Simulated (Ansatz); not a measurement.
Computed with Ansatz on PBE0-D4/def2-TZVP structures; ΔE is electronic, products minus reactants. CBS: MP2 limit from def2 TZ/QZ plus the TZ coupled-cluster correction, frozen cores. This one scheme is used for every species. One conformer a species, not always the lowest.

Consider the substitution at a C–C bond: `OCC(O)CF` + H–F → `OC(F)CF` + CH₃OH.

`OCC(O)CF`:

Z-matrix (Å, degrees):
```
C
C 1 1.514
O 1 1.418 2 106.4
H 1 1.095 2 109.0 3 -120.1
H 1 1.098 2 110.0 3 120.5
C 2 1.506 1 112.3 3 178.9
O 2 1.405 1 110.6 3 56.8
H 2 1.104 1 108.1 3 -64.0
H 3 0.959 1 109.1 2 -161.8
F 6 1.382 2 111.6 1 -51.8
H 6 1.095 2 110.2 1 68.0
H 6 1.093 2 109.6 1 -171.3
H 7 0.964 2 106.2 1 -42.7
```

H–F:

Z-matrix (Å, degrees):
```
F
H 1 0.920
```

`OC(F)CF`:

Z-matrix (Å, degrees):
```
C
F 1 1.385
C 1 1.513 2 108.2
O 1 1.366 2 110.3 3 -123.6
H 1 1.094 2 107.0 3 119.3
F 3 1.382 1 108.9 2 -74.2
H 3 1.093 1 109.8 2 167.4
H 3 1.092 1 110.7 2 45.2
H 4 0.965 1 108.0 2 75.9
```

CH₃OH:

Cartesian coordinates in Å:
```
C 0.043 -0.323 -0.143
O -0.659 0.783 0.376
H -0.701 -1.068 -0.428
H 0.714 -0.777 0.596
H 0.627 -0.067 -1.036
H -0.023 1.453 0.635
```

```csv
species,CCSD(T)/CBS(def2) energy (Eh)
`OCC(O)CF`,-368.49299
H–F,-100.39570
`OC(F)CF`,-353.25935
CH₃OH,-115.61712
```

(1) Work out ΔE.

Largest T1 diagnostic among the species: 0.011.

Results:

(1) ΔE = (-353.25935) + (-115.61712) − (-368.49299) − (-100.39570) = 0.01222 Eh = +7.7 kcal/mol.

In def2-TZVPP, CCSD(T) changes the Hartree–Fock value by +6.3 kcal/mol (the triples alone add +0.5 kcal/mol) and MP2 by +8.3 kcal/mol. The D4 term adds +2.1 kcal/mol with B3LYP and +1.2 kcal/mol with PBE0; it sums over pairs of atoms, weighted by their polarisabilities, and B3LYP, whose exchange is more repulsive, gets the larger term. From PBE to PBE0 (25 % exact exchange), in def2-TZVPP and without D4, ΔE moves by +1.2 kcal/mol.

B3LYP here is the variant with VWN-RPA as its local correlation; programs differ in this.
